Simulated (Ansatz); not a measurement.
**How far each method lies from UCCSDT(Q) for H3O⁺, triplet**

Geometry: that of the H3O⁺, singlet, kept fixed. The singlet lies 11.1 eV lower here.

```yaml
atoms:
  - { symbol: O, position_ang: [0.0002, -0.0001, -0.0419] }
  - { symbol: H, position_ang: [0.9410, 0.0142, 0.2253] }
  - { symbol: H, position_ang: [-0.4835, 0.8094, 0.2180] }
  - { symbol: H, position_ang: [-0.4600, -0.8219, 0.2221] }
```

Basis cc-pVDZ; Ansatz 0.2.0. Correlated methods freeze the noble-gas cores, which leaves 8 electrons in 28 orbitals. R marks a restricted (for open shells ROHF) determinant, U an unrestricted one. Active spaces: valence = (8e, 7o) chosen from the atoms' valence shells.

Full CI isn't at hand for all of this; UCCSDT(Q) serves as the reference, and is uncertain by the last step of the cluster series or more. The frozen core follows each run's orbitals, which can shift R against U totals by a few meV.

For open shells CISD is restricted-active-space CI with the open shells as a complete middle space.

```
UHF ⟨S²⟩                          : 2.004
T1 diagnostic (RCCSD)             : 0.0113
largest doubles amplitude (RCCSD) : 0.030
T1 diagnostic (UCCSD)             : 0.0082
```

```json
{"level": "UHF", "E − E(RHF) (eV)": "-0.1210"}
{"level": "RMP2", "E − E(RHF) (eV)": "-4.7591"}
{"level": "UMP2", "E − E(RHF) (eV)": "-4.7418"}
{"level": "RCCSD", "E − E(RHF) (eV)": "-5.2338"}
{"level": "UCCSD", "E − E(RHF) (eV)": "-5.2360"}
{"level": "RCCSD(T)", "E − E(RHF) (eV)": "-5.3272"}
{"level": "UCCSD(T)", "E − E(RHF) (eV)": "-5.3277"}
```

**Question.** Estimate how far UCCSDT(Q) in cc-pVDZ lies from RCCSD(T). The table doesn't fix it; the size of (T) and the diagnostics are the guide.

**Answer.** UCCSDT(Q) in cc-pVDZ lies 0.41 kcal/mol below RCCSD(T), which is 19 % of the (T) step (-2.15 kcal/mol). The diagnostics are small and one determinant leads, so the series closes fast and only a small part of (T) is left.

The other levels:

```json
{"level": "CISD", "E − E(UCCSDT(Q)) (kcal/mol)": "6.14", "share of correlation (%)": "95.02", "wall time": "0.39 s"}
{"level": "BCCD(T)", "E − E(UCCSDT(Q)) (kcal/mol)": "0.41", "share of correlation (%)": "99.67", "wall time": "0.64 s"}
{"level": "RCCSDT", "E − E(UCCSDT(Q)) (kcal/mol)": "0.17", "share of correlation (%)": "99.86", "wall time": "–"}
{"level": "UCCSDT", "E − E(UCCSDT(Q)) (kcal/mol)": "0.15", "share of correlation (%)": "99.88", "wall time": "–"}
{"level": "RCCSDT(Q)", "E − E(UCCSDT(Q)) (kcal/mol)": "0.02", "share of correlation (%)": "99.99", "wall time": "3.9 s"}
{"level": "CASSCF (valence space)", "E − E(UCCSDT(Q)) (kcal/mol)": "90.88", "share of correlation (%)": "26.27", "wall time": "–"}
{"level": "NEVPT2 (valence space)", "E − E(UCCSDT(Q)) (kcal/mol)": "14.55", "share of correlation (%)": "88.20", "wall time": "0.66 s"}
{"level": "MRCISD (valence space)", "E − E(UCCSDT(Q)) (kcal/mol)": "3.33", "share of correlation (%)": "97.30", "wall time": "–"}
{"level": "MRCISD+Q (valence space)", "E − E(UCCSDT(Q)) (kcal/mol)": "0.14", "share of correlation (%)": "99.89", "wall time": "1.1 s"}
```

The correlation energy at UCCSDT(Q), counted from RHF, is -5.345 eV. That run took 3.4 s on 1 thread of Arm Neoverse V2, shared host.

Times hold each run's SCF and search for its determinant on a shared host, so for small cases they say little of a method's own cost; they ran on 1 thread of Arm Neoverse V2. Some runs computed forces too.

Natural occupations of CASSCF (valence space) about the gap: 1.997 1.982 1.982 1.002 0.999 0.019 0.019; effectively unpaired electrons, Σ n²(2−n)², 2.01.
